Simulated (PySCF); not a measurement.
Isomers of C6H14. Level of theory: PBE0-D3(BJ)/def2-SVP geometry optimisation, gas phase (PySCF). One conformer each; no zero-point energy, no entropy. No frequencies were run at this level. Point groups hold within 0.08 Å.

Task: Order them by energy at this level, lowest first, and give relative energies in kJ/mol.
A. `[CH3:1][CH2:2][CH2:3][CH:4]([CH3:5])[CH3:6]` with C1–C2–C3–C4 -176°, C2–C3–C4–C5 174° (2-methylpentane)
B. `CCC(C)(C)C` (2,2-dimethylbutane)
C. `[CH3:1][CH:2]([CH3:3])[CH:4]([CH3:5])[CH3:6]` with C1–C2–C4–C5 65°
D. `[CH3:1][CH2:2][CH2:3][CH2:4][CH2:5][CH3:6]` with C1–C2–C3–C4 180°, C2–C3–C4–C5 180°, C3–C4–C5–C6 180°

Result: B (0.0), A (2.9), C (3.8), D (4.8).

As drawn, the lowest has a quaternary carbon, which the highest lacks. Neighbours under 10 kJ/mol apart (CCC(C)(C)C and CCCC(C)C; CCCC(C)C and CC(C)C(C)C; CC(C)C(C)C and CCCCCC) can change places with a better method, another conformer or zero-point energy.

| SMILES | E (Eh) | E rel (kJ/mol) | dipole (D) | point group | A, B, C (MHz) |
| --- | --- | --- | --- | --- | --- |
| CCC(C)(C)C | -236.62856 | 0.0 | 0.05 | Cs | 4306, 2504, 2496 |
| CCCC(C)C | -236.62748 | 2.9 | 0.09 | C1 | 6648, 1718, 1475 |
| CC(C)C(C)C | -236.62713 | 3.8 | 0.09 | C2 | 4249, 2591, 2226 |
| CCCCCC | -236.62674 | 4.8 | 0.00 | C2h | 14649, 1139, 1100 |

Task: How do the relative energies change in single points at CAM-B3LYP/def2-SVPD (no added dispersion term) on the same geometries?

Result: 
| SMILES | PBE0-D3(BJ)/def2-SVP (kJ/mol) | CAM-B3LYP/def2-SVPD (kJ/mol) | shift |
| --- | --- | --- | --- |
| CCC(C)(C)C | 0.0 | 0.0 | 0.0 |
| CCCC(C)C | 2.9 | 2.7 | -0.2 |
| CC(C)C(C)C | 3.8 | 5.7 | +1.9 |
| CCCCCC | 4.8 | 3.5 | -1.3 |

Each column counts from its own lowest isomer. The lowest isomer stays, but the order above it changes; the largest shift is 1.9 kJ/mol.
